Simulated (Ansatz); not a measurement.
# CCSD(T)/STO-3G run of OF2 (oxygen difluoride)

What is the energy change on altering one bond length of OF2 (oxygen difluoride) at CCSD(T)/STO-3G? 

Program for the calculation: Ansatz 0.2.0.

50 further runs of the same task are left out: 8 that didn't finish, 42 set aside as unsound or not needed.

**1. Starting point**

The species is OF2 (3 atoms), meant as a singlet with charge 0. SMILES: `FOF`. Geometry: relaxed at GFN2-xTB.

Bond lengths: F1–O2 1.366 Å, O2–F3 1.366 Å. Angles: F1–O2–F3 106.0°.

**2. The energy at CCSD(T)/STO-3G**

Contents of run.yaml:

```yaml
crystal:
  periodic: [false, false, false]
  atoms:
    - {symbol: F, position_ang: [0.956190, -0.330530, 0.490900]}
    - {symbol: O, position_ang: [0.000730, 0.544900, 0.060070]}
    - {symbol: F, position_ang: [-0.956920, -0.214370, -0.550970]}
basis:
  gaussian:
    orbitals: STO-3G
scf:
  omitted_lower_state_checks: [cluster_reference, increment]
accuracy: high
correlation:
  method: ccsd_t
  frozen_orbitals: {F: 1, O: 1}
```

The run is started by

```sh
ansatz run run.yaml --threads 1 --pin off --max-ram 2610MiB --events-out events.jsonl --progress --plain --runs-dir runs
```

The program printed, shortened:

```text
Warning: RAYON_NUM_THREADS=1 ignored (pool sized by the plan → 1); use --threads N
Functional definition: HF
  name "HF"
[...]
250 factors; integrals over basis functions are off by at most 4.7e-8 eV
[...]
mean field -7341.54241424 eV, -269.7967074473 hartree, gradient 5.7e-9 eV, S^2 0.000000; 0 other end points of the search recorded, 0 dependent functions left out
3 core orbitals not correlated: weight in the atoms' cores, before any rotation towards them, 1.000 or more for the frozen orbitals, at most 0.000 for the correlated occupied ones
reference -7341.54241424 eV, -269.7967074473 hartree; 10, 10 occupied and 2, 2 virtual orbitals, 250 factors
second order -2.27005499 eV of doubles, -0.00000000 eV of singles
cycle   1  -2.84582634 eV  change   -5.8e-1 eV  update   6.6e-2
[...]
cycle  22  -3.20756028 eV  change  -6.5e-10 eV  update  7.1e-10
perturbative correction -0.03413215 eV, -0.0012543335 hartree
Total energy: -7344.78410668 eV, -269.9158374469 hartree
Checks for a lower state left out: cluster_reference, increment
```

Run time: 0.1 s. Hardware: 1 thread of Arm Neoverse V2, shared host.

**3. The distorted shape at the same level**

Contents of molecule.yaml:

```yaml
crystal:
  periodic: [false, false, false]
  atoms:
    - symbol: F
      position_ang: [1.195045, -0.549378, 0.598603]
    - symbol: O
      position_ang: [0.000730, 0.544900, 0.060070]
    - symbol: F
      position_ang: [-0.956920, -0.214370, -0.550970]
basis:
  gaussian:
    orbitals: STO-3G
correlation:
  method: ccsd_t
  frozen_orbitals: {F: 1, O: 1}
accuracy: high
scf:
  omitted_lower_state_checks: [cluster_reference, increment]
```

The run is started by

```sh
ansatz run molecule.yaml --threads 1 --pin off --max-ram 2610MiB --events-out events.jsonl --progress --plain --runs-dir runs
```

The program printed, shortened:

```text
Warning: RAYON_NUM_THREADS=1 ignored (pool sized by the plan → 1); use --threads N
[... 2 set-up lines as earlier in the session ...]
[...]
249 factors; integrals over basis functions are off by at most 5.8e-8 eV
[...]
mean field -7338.93644294 eV, -269.7009397681 hartree, gradient 2.1e-8 eV, S^2 0.000000; 0 other end points of the search recorded, 0 dependent functions left out; unrestricted orbitals would lower it
3 core orbitals not correlated: weight in the atoms' cores, before any rotation towards them, 1.000 or more for the frozen orbitals, at most 0.000 for the correlated occupied ones
reference -7338.93644294 eV, -269.7009397681 hartree; 10, 10 occupied and 2, 2 virtual orbitals, 249 factors
second order -3.48962606 eV of doubles, -0.00000000 eV of singles
cycle   1  -4.16789360 eV  change    -1.1e0 eV  update   1.1e-1
[...]
cycle  34  -5.14859900 eV  change   9.9e-11 eV  update  6.7e-10
perturbative correction -0.08337270 eV, -0.0030638903 hartree
WARN: these amplitudes may be one of several solutions (largest doubles amplitude 0.36, level shift 2.82 eV)
Total energy: -7344.16841464 eV, -269.8932111819 hartree
Checks for a lower state left out: cluster_reference, increment
```

It took 0.12 s on 1 thread of Arm Neoverse V2, shared host.

**4. Outcome**

Level: CCSD(T)/STO-3G, 3 core orbitals frozen.

| quantity | value |
| --- | --- |
| first shape: total energy | -269.91584 Eh |
| first shape: correlation energy (3 core orbitals frozen) | -119.1 mEh |
| first shape: (T) correction | -1.25 mEh |
| first shape: T1 diagnostic | 0.009 |
| distorted shape: total energy | -269.89321 Eh |
| distorted shape: correlation energy (3 core orbitals frozen) | -192.3 mEh |
| distorted shape: (T) correction | -3.06 mEh |
| distorted shape: T1 diagnostic | 0.013 |
| energy change with the F1–O2 bond stretched from 1.366 to 1.707 Å | 0.616 eV |

What this shows: With the F1–O2 bond stretched from 1.366 to 1.707 Å the energy rises by 0.62 eV (59.4 kJ/mol). The first shape isn't relaxed at this level, so the change isn't measured from a minimum. The minimal basis adds a large error of its own. The triples (first shape) make up 1.1 % of the correlation energy. The restricted solution (distorted shape) is unstable to spin breaking: an unrestricted one lies lower. The triples (distorted shape) make up 1.6 % of the correlation energy.
